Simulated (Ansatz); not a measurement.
# C3H6F2 (1,3-difluoropropane): a chain of runs, part 2 of 2

Ansatz 0.2.0.

## Step 5: Saddle: a saddle-point search at HF/6-31G(d) (Cartesian functions) (run 4)

Contents of molecule.yaml:

```yaml
crystal:
  periodic: [false, false, false]
  atoms:
    - {symbol: F, position_ang: [-1.934340, 1.056007, 0.683747]}
    - {symbol: C, position_ang: [-0.649794, 1.088734, 0.198007]}
    - {symbol: C, position_ang: [-0.314435, -0.236559, -0.491639]}
    - {symbol: C, position_ang: [0.855888, -0.952202, 0.148535]}
    - {symbol: F, position_ang: [1.966329, -0.144075, 0.081684]}
    - {symbol: H, position_ang: [0.008494, 1.280377, 1.034238]}
    - {symbol: H, position_ang: [-0.584868, 1.921686, -0.487414]}
    - {symbol: H, position_ang: [-0.088060, -0.070094, -1.539197]}
    - {symbol: H, position_ang: [-1.190759, -0.874027, -0.447555]}
    - {symbol: H, position_ang: [0.669096, -1.166959, 1.193274]}
    - {symbol: H, position_ang: [1.087650, -1.875787, -0.365577]}
basis:
  gaussian: {orbitals: "6-31G*"}
hamiltonian: {xc: hf}
saddle:
  max_steps: 60
```

Launch:

```sh
$ ansatz run molecule.yaml --threads 1 --pin off --max-ram 2610MiB --events-out events.jsonl --progress --plain --runs-dir runs
```

The log of the run (excerpt; [...] marks lines left out):

```text
Warning: RAYON_NUM_THREADS=1 ignored (pool sized by the plan → 1); use --threads N
Functional definition: HF
  name "HF"
[...]
975 factors; integrals over basis functions are off by at most 3.3e-4 eV
[...]
mean field -8597.57724169 eV, -315.9551359851 hartree, gradient 1.4e-5 eV, S^2 0.000000; 0 other end points of the search recorded, 0 dependent functions left out
[...]
reference -8597.57724169 eV, -315.9551359851 hartree; 21, 21 occupied and 66, 66 virtual orbitals, 975 factors
saddle search: the rotation starts from a random direction (saddle.seed = 0)
[...]
975 factors; integrals over basis functions are off by at most 3.3e-4 eV
[...]
mean field -8597.57544015 eV, -315.9550697796 hartree, gradient 3.6e-6 eV, S^2 0.000000; 0 other end points of the search recorded, 0 dependent functions left out
[...]
reference -8597.57544015 eV, -315.9550697796 hartree; 21, 21 occupied and 66, 66 virtual orbitals, 975 factors
[...]
Atom 1 at    -0.649152     1.088287     0.199115 Å, force    -0.000466     0.000039    -0.000009 eV/Å
Atom 2 at    -0.316222    -0.238205    -0.489418 Å, force     0.000588     0.000364    -0.000148 eV/Å
Atom 3 at     0.859236    -0.950155     0.144778 Å, force    -0.000508    -0.000325     0.000138 eV/Å
Atom 4 at     1.967426    -0.139379     0.074527 Å, force    -0.000652    -0.000472    -0.000171 eV/Å
Atom 5 at    -0.005629     1.269366     1.049491 Å, force     0.000006    -0.000163     0.000135 eV/Å
Atom 6 at    -0.562379     1.925289    -0.478961 Å, force     0.000002    -0.000065     0.000013 eV/Å
Atom 7 at    -0.101086    -0.079137    -1.540658 Å, force     0.000040     0.000286    -0.000145 eV/Å
Atom 8 at    -1.191298    -0.876457    -0.431465 Å, force     0.000105    -0.000053     0.000003 eV/Å
Atom 9 at     0.676730    -1.164264     1.190500 Å, force     0.000607     0.000466     0.000279 eV/Å
Atom 10 at     1.090844    -1.873439    -0.369434 Å, force     0.000056     0.000024     0.000009 eV/Å
Dipole moment:     0.037973    -0.244170    -0.142752 e Å
```

It took 1.7 min on 1 thread of AMD EPYC 7B13 (Zen 3), shared host; peak memory 0.16 GiB.

Steps, from the record of the run:

```
step  energy from the first frame kept (eV)  largest force (eV/Å)
   1                                 0.0000                0.0283
   2                                 0.0003                0.0289
   3                                 0.0002                0.0008
```

After the run. Bond lengths: F1–C2 1.374 Å, C2–C3 1.531 Å, C3–C4 1.514 Å, C4–F5 1.375 Å, C2–H6 1.082 Å, C2–H7 1.081 Å, C3–H8 1.085 Å, C3–H9 1.085 Å, C4–H10 1.083 Å, C4–H11 1.082 Å. Some angles: F1–C2–C3 109.9°, C2–C3–C4 112.8°, C3–C4–F5 109.1°, F1–C2–H6 107.4°, F1–C2–H7 107.4°, C3–C2–H6 111.7°, C3–C2–H7 111.8°, C2–C3–H8 110.6°, C2–C3–H9 108.1°, C4–C3–H8 108.7°.

## Step 6: Saddle: the harmonic vibrations at HF/6-31G(d) (Cartesian functions) (run 5)

Contents of input.yaml:

```yaml
crystal:
  periodic: [false, false, false]
  atoms:
    - {symbol: F, position_ang: [-1.943269, 1.065195, 0.659629]}
    - {symbol: C, position_ang: [-0.649152, 1.088287, 0.199115]}
    - {symbol: C, position_ang: [-0.316222, -0.238205, -0.489418]}
    - {symbol: C, position_ang: [0.859236, -0.950155, 0.144778]}
    - {symbol: F, position_ang: [1.967426, -0.139379, 0.074527]}
    - {symbol: H, position_ang: [-0.005629, 1.269366, 1.049491]}
    - {symbol: H, position_ang: [-0.562379, 1.925289, -0.478961]}
    - {symbol: H, position_ang: [-0.101086, -0.079137, -1.540658]}
    - {symbol: H, position_ang: [-1.191298, -0.876457, -0.431465]}
    - {symbol: H, position_ang: [0.676730, -1.164264, 1.190500]}
    - {symbol: H, position_ang: [1.090844, -1.873439, -0.369434]}
basis:
  gaussian: {orbitals: "6-31G*"}
hamiltonian: {xc: hf}
phonons: {temperatures: {t_min: 298.15, t_max: 298.15, t_step: 1}}
```

Launch:

```sh
$ ansatz run input.yaml --threads 1 --pin off --max-ram 2610MiB --events-out events.jsonl --progress --plain --runs-dir runs
```

The log of the run (excerpt; [...] marks lines left out):

```text
Warning: RAYON_NUM_THREADS=1 ignored (pool sized by the plan → 1); use --threads N
[... 2 set-up lines as earlier in the session ...]
[...]
975 factors; integrals over basis functions are off by at most 3.3e-4 eV
[...]
mean field -8597.57703641 eV, -315.9551284412 hartree, gradient 1.4e-5 eV, S^2 0.000000; 0 other end points of the search recorded, 0 dependent functions left out
[...]
reference -8597.57703641 eV, -315.9551284412 hartree; 21, 21 occupied and 66, 66 virtual orbitals, 975 factors
[...]
975 factors; integrals over basis functions are off by at most 3.3e-4 eV
[...]
mean field -8597.57691966 eV, -315.9551241506 hartree, gradient 1.6e-6 eV, S^2 0.000000; 0 other end points of the search recorded, 0 dependent functions left out
[...]
reference -8597.57691966 eV, -315.9551241506 hartree; 21, 21 occupied and 66, 66 virtual orbitals, 975 factors
[...]
975 factors; integrals over basis functions are off by at most 3.3e-4 eV
[...]
WARN: phonons: modes at or below zero, which the zero-point energy, F, S and C_V leave out: 1, the lowest at -130.25 cm⁻¹. A minimum has none, and a first-order saddle one
[...]
Atom 2 at    -0.316222    -0.238205    -0.489418 Å, force     0.000556     0.000378    -0.000170 eV/Å
Atom 3 at     0.859236    -0.950155     0.144778 Å, force    -0.000464    -0.000353     0.000133 eV/Å
Atom 4 at     1.967426    -0.139379     0.074527 Å, force    -0.000677    -0.000487    -0.000167 eV/Å
Atom 5 at    -0.005629     1.269366     1.049491 Å, force     0.000013    -0.000165     0.000138 eV/Å
Atom 6 at    -0.562379     1.925289    -0.478961 Å, force     0.000002    -0.000074     0.000011 eV/Å
Atom 7 at    -0.101086    -0.079137    -1.540658 Å, force     0.000039     0.000280    -0.000144 eV/Å
Atom 8 at    -1.191298    -0.876457    -0.431465 Å, force     0.000119    -0.000045     0.000002 eV/Å
Atom 9 at     0.676730    -1.164264     1.190500 Å, force     0.000611     0.000471     0.000288 eV/Å
Atom 10 at     1.090844    -1.873439    -0.369434 Å, force     0.000054     0.000042     0.000016 eV/Å
Dipole moment:     0.037973    -0.244170    -0.142752 e Å
Vibrations: -130.25 137.14 300.31 449.75 505.46 892.50 964.92 1032.15 1142.13 1163.77 1206.65 1272.35 1364.67 1381.52 1413.69 1510.29 1577.41 1589.70 1620.85 1673.70 1684.17 3229.13 3246.94 3260.57 3275.54 3299.20 3311.18 cm⁻¹, zero-point energy 2.635018 eV
```

It took 80 s on 1 thread of AMD EPYC 7B13 (Zen 3), shared host; peak memory 0.17 GiB.

## Step 7: Saddle: the energy at CCSD(T)/STO-3G (run 6)

Contents of run.yaml:

```yaml
crystal:
  periodic: [false, false, false]
  atoms:
    - {symbol: F, position_ang: [-1.943269, 1.065195, 0.659629]}
    - {symbol: C, position_ang: [-0.649152, 1.088287, 0.199115]}
    - {symbol: C, position_ang: [-0.316222, -0.238205, -0.489418]}
    - {symbol: C, position_ang: [0.859236, -0.950155, 0.144778]}
    - {symbol: F, position_ang: [1.967426, -0.139379, 0.074527]}
    - {symbol: H, position_ang: [-0.005629, 1.269366, 1.049491]}
    - {symbol: H, position_ang: [-0.562379, 1.925289, -0.478961]}
    - {symbol: H, position_ang: [-0.101086, -0.079137, -1.540658]}
    - {symbol: H, position_ang: [-1.191298, -0.876457, -0.431465]}
    - {symbol: H, position_ang: [0.676730, -1.164264, 1.190500]}
    - {symbol: H, position_ang: [1.090844, -1.873439, -0.369434]}
basis:
  gaussian:
    orbitals: STO-3G
correlation:
  method: ccsd_t
scf:
  omitted_lower_state_checks: [cluster_reference]
```

Launch:

```sh
$ ansatz run run.yaml --threads 1 --pin off --max-ram 2610MiB --events-out events.jsonl --progress --plain --runs-dir runs
```

The log of the run (excerpt; [...] marks lines left out):

```text
Warning: RAYON_NUM_THREADS=1 ignored (pool sized by the plan → 1); use --threads N
[... 2 set-up lines as earlier in the session ...]
[...]
447 factors; integrals over basis functions are off by at most 3.9e-5 eV
[...]
mean field -8483.76405431 eV, -311.7725784940 hartree, gradient 1.7e-6 eV, S^2 0.000000; 0 other end points of the search recorded, 0 dependent functions left out
5 core orbitals not correlated: weight in the atoms' cores, before any rotation towards them, 1.000 or more for the frozen orbitals, at most 0.000 for the correlated occupied ones
reference -8483.76405431 eV, -311.7725784940 hartree; 16, 16 occupied and 10, 10 virtual orbitals, 447 factors
second order -4.85161678 eV of doubles, -0.00000000 eV of singles
cycle   1  -5.91317570 eV  change    -1.1e0 eV  update   7.6e-2
[...]
cycle   7  -6.46278954 eV  change   -2.2e-5 eV  update   3.7e-5
perturbative correction -0.06596863 eV, -0.0024243024 hartree
Total energy: -8490.29281248 eV, -312.0125059315 hartree
Checks for a lower state left out: cluster_reference
```

It took 0.36 s on 1 thread of AMD EPYC 7B13 (Zen 3), shared host; peak memory 0.089 GiB.

## Step 8: Results

This closing draws on all 2 parts.

| quantity | value |
| --- | --- |
| run 1, HF/6-31G*: total energy at the end | -315.95985 Eh |
| run 1, HF/6-31G*: dipole moment | 2.07 D |
| rotamer: total energy at the end | -315.96158 Eh |
| rotamer: dipole moment | 2.22 D |
| run 3, HF/6-31G*: total energy | -315.95514 Eh |
| run 3, HF/6-31G*: dipole moment | 1.38 D |
| saddle, run 4: total energy at the end | -315.95513 Eh |
| saddle, run 4: dipole moment | 1.37 D |
| saddle, run 5: total energy | -315.95513 Eh |
| saddle, run 5: dipole moment | 1.37 D |
| saddle, run 5: largest force on an atom | 0.001 eV/Å |
| saddle, run 5: lowest harmonic wavenumber | 130i cm⁻¹ (imaginary) |
| saddle, run 5: highest harmonic wavenumber | 3311 cm⁻¹ |
| saddle, run 6: total energy | -312.01251 Eh |
| saddle, run 6: correlation energy (5 core orbitals frozen) | -239.9 mEh |
| saddle, run 6: (T) correction | -2.42 mEh |
| saddle, run 6: T1 diagnostic | 0.006 |

What this shows: The optimisation (run 1, HF/6-31G*) took 5 steps and changed the energy by -0.024 eV. Mulliken charges (run 1, HF/6-31G*) run from -0.41 on F1 to +0.19 on H8. The optimisation (rotamer) took 10 steps and changed the energy by -0.337 eV. Mulliken charges (rotamer) run from -0.42 on F5 to +0.18 on H8. Mulliken charges (run 3, HF/6-31G*) run from -0.42 on F1 to +0.20 on H9. 1 mode is imaginary (lowest 130i cm⁻¹): a first-order saddle point.
